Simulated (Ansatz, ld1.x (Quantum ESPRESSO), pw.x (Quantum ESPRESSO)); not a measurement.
**From atom to crystal: TM potential for tantalum (Ta)**

ld1.x (Quantum ESPRESSO) 7.5 input, shortened:

```
&input
   title='Ta', zed=73., rel=1, dft='PBESOL', iswitch=3,
   config='[Xe] 4f14 5d3 6s2 6p0'
 /
 &inputp
   pseudotype=2, tm=.true., lloc=1,
   nlcc=.false.
 /
3
6S  1  0   2.00   0.00  2.90  2.90  0.0
5D  3  2   3.00   0.00  2.15  2.15  0.0
6P  2  1   0.00   0.00  3.85  3.85  0.0
 &test
   configts(1)='5d3 6s2 6p0'
 /
```

Crystal test: fcc Ta in pw.x 7.5, no spin, 14³ k-points, Fermi–Dirac smearing 0.01 Ry, cutoffs 45/180 Ry. The reference is all-electron LAPW (Ansatz 0.2.0) with the same functional, mesh and smearing; V0 and B0 come from Birch–Murnaghan fits to the pressures at five volumes. Errors are pseudo minus all-electron; Δ is the rms difference of the E(V) curves that follow from these fits, minima aligned, over ±6 % about the mean V0. Mesh and smearing are coarse, so the numbers serve the comparison and aren't converged zero-temperature values; the lattice is a test structure that the element need not adopt.

All-electron: a0 = 4.177 Å (V0 = 18.22 Å³/atom), B0 = 198.7 GPa.

Problem. How far does the potential miss the all-electron equation of state?

Solution. mean pressure error (GPa): +24.21. The pressure does not cross zero within the volumes sampled, so no fit is given. The largest radius (3.85 bohr) exceeds half the bond length (2.79 bohr), so the spheres overlap, which is one possible source of error among others. This is a poor potential for the solid. Atomic configuration tests: 1 of 7 tests not solved or not reliable.

```
V (Å³/atom)  P all-electron (GPa)  P pseudo (GPa)
     17.367                 10.42           38.81
     17.824                  4.57           30.64
     18.281                 -0.64           23.36
     18.738                 -5.27           16.86
     19.195                 -9.40           11.05
```

Problem. At the middle volume, how do free energy and pressure move when the wave cutoff is lowered (ecutrho kept at four times it)?

Solution.

```csv
cutoff (Ry),shift of F (meV/atom),shift of P (GPa)
20,+771.7,-23.99
27,+54.6,-3.30
36,+0.7,-0.03
```

The run at the middle volume (104 k-points, 6 iterations) took about 4 s on one core of a shared host (Neoverse-V2, 96 threads, 371 GiB, load 62).
